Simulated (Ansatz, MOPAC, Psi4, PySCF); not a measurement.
System: CF₃, net charge 0, doublet state. SMILES: F[C](F)F
Geometry: optimised at B3LYP-D3(BJ)/def2-TZVP (Ansatz, a first-principles code).

Wanted: enthalpy of formation at 298 K, in kcal/mol. Terms: 6-311+G** with 5d; UHF or UKS for open shells; PM7 with its own dispersion and hydrogen-bond terms; frozen cores in correlated levels; no dispersion term unless named; spin-orbit terms left out; 6-31G* and kin with 6d, 5d where marked; LANL2DZ all-electron up to Ne; non-relativistic. Basis-set limits of correlation are two-point, X^-3; Hartree-Fock from the larger set. The bracket is a focal-point correction in the basis named. Ab initio and DFT rows: single points at B3LYP-D3(BJ) geometries (Ansatz), with unscaled harmonic terms from B3LYP/6-31G* at its own minima, enthalpies of formation by atomisation with measured atoms. Semi-empirical rows: MOPAC heats of formation at their own minima for 298 K.

Measured values: Active Thermochemical Tables 1.112 (ions: stationary electron), as tabulated in the package chemicals; they hold spin-orbit and core effects, anharmonicity. 

Value to compare with, the measured value: -111.9 kcal/mol.

| level | program | enthalpy of formation at 298 K (kcal/mol) | error |
|---|---|---|---|
| PM6 | MOPAC | -127.3 | -15.4 |
| PM7 | MOPAC | -125.2 | -13.3 |
| HF/3-21G | Ansatz | 46.0 | 157.9 |
| HF/6-31G* | Ansatz | 10.2 | 122.1 |
| PBE/LANL2DZ | Ansatz | -83.2 | 28.7 |
| B3LYP/3-21G | Ansatz | -95.8 | 16.1 |
| B3LYP/LANL2DZ | Ansatz | -50.1 | 61.8 |
| B3LYP/6-31G* | Ansatz | -117.8 | -5.9 |
| B3LYP/def2-SVP | Ansatz | -122.8 | -10.9 |
| B3LYP/6-311+G** | Ansatz | -101.2 | 10.7 |
| PBE0/6-311+G** | Ansatz | -109.0 | 2.9 |
| M06-2X/6-31G* (5d) | PySCF | -120.8 | -8.9 |
| wB97X-D/6-311+G** | Psi4 | -105.1 | 6.8 |
| MP2/6-31G* | Ansatz | -112.2 | -0.3 |
| PBE/def2-TZVPD | Ansatz | -139.0 | -27.1 |
| RI-MP2/CBS(aug-cc-pVTZ,aug-cc-pVQZ)+[CCSD(T)-MP2]/aug-cc-pVTZ | Ansatz | -112.9 | -1.0 |

Among the 14 habitual levels, HF/3-21G lies farthest from the measured value (157.9 kcal/mol); 8 of 14 lie above it, and their mean absolute error is 33.0 kcal/mol, the median 12.1. One case shows no general order.

The levels are drawn from those run, B3LYP/6-31G* more often than the rest, none by its result; runs whose electronic state is in doubt are left out.
